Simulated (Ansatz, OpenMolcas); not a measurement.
# From Ansatz to OpenMolcas

This Ansatz 0.2.0 job computes triplet P2H2:

molecule.yaml:
```yaml
crystal:
  periodic: [false, false, false]
  atoms:
    - symbol: P
      position_ang: [-0.024370, -1.003630, 0.088350]
    - symbol: P
      position_ang: [0.024420, 1.003540, -0.088260]
    - symbol: H
      position_ang: [1.037260, -1.067570, 1.003320]
    - symbol: H
      position_ang: [-1.037310, 1.067660, -1.003410]
basis:
  gaussian: {orbitals: STO-3G}
magnetization: {spin_polarized: true, initial_magnetization: 2}
hamiltonian: {xc: {name: SVWN5}}
accuracy: high
```

```bash
$ ansatz run molecule.yaml --threads 1 --pin off --max-ram 2610MiB --events-out events.jsonl --progress --plain --runs-dir runs
```

Geometry: relaxed at GFN2-xTB. That shape belongs to the parent species and isn't relaxed for this state.

It gives a total energy of -673.424295 Eh.

Question: Write the same calculation for OpenMolcas 26.06 as an input file of the program's own.

Answer: One way, which was run:

input.xyz:
```
4

P     -0.024370    -1.003630     0.088350
P      0.024420     1.003540    -0.088260
H      1.037260    -1.067570     1.003320
H     -1.037310     1.067660    -1.003410
```

calc.input:
```
>>> EXPORT MOLCAS_PRINT=2

&GATEWAY
  BasLib=$CurrDir
  Coord=input.xyz
  Basis=STO-3G
  Group=NoSym

&SEWARD
  GridInput
  Grid=UltraFine
  End of Grid

&SCF
  UHF
  Spin=3
  KSDFT=SVWN5
  Thresholds=1e-10 1e-07 1e-07 1e-05
  PrOrbitals=1 1
```

```bash
$ export MOLCAS_MEM=1860
$ pymolcas calc.input > calc.log
```

(Basis files named in the input come from the Basis Set Exchange and aren't shown.)

Its energy is -673.424293 Eh, 0.002 mEh from the first.
